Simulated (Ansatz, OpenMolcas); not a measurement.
# SiNH4O (SMILES N[SiH]O): the vertical energy of the quartet above the doublet, rung by rung

SiNH4O: 7 atoms, total charge 0, spin state doublet. As SMILES, `N[SiH]O`. The coordinates come from a PBE0-D4/def2-TZVP relaxation. This is one conformer, not always the lowest.

Quantity: the vertical energy of the quartet above the doublet, in eV. The values are calculated.

```tsv
level	kind	program	value (eV)	CPU time (all runs)
UHF/6-311+G**	Hartree–Fock	Ansatz	5.61	5.6 s
U-revPBE/6-311+G**	GGA	OpenMolcas	6.24	95 s
UM06-L/6-311+G**	meta-GGA	OpenMolcas	6.79	2.2 min
UM06-2X/6-311+G**	hybrid meta-GGA	OpenMolcas	6.69	2.3 min
UPBE0/6-311+G**	global hybrid	OpenMolcas	6.40	99 s
U-wB97X/6-311+G**	range-separated hybrid	Ansatz	6.92	63 s
UCAM-B3LYP/6-311+G**	range-separated hybrid	Ansatz	6.59	18 s
UB2PLYP/6-311+G**	double hybrid	Ansatz	6.52	18 s
RPA@PBE/6-311+G**	RPA	Ansatz	6.28	24 s
UCCSD/6-311+G**	coupled cluster or CI	Ansatz	6.42	67 s
```

The values span 5.61 to 6.92 eV. The second state's dipole differs much between rows, so they may not all be the same state. Times are those of the runs behind each value, whatever else they computed, on shared processors of several kinds: orders of magnitude only.
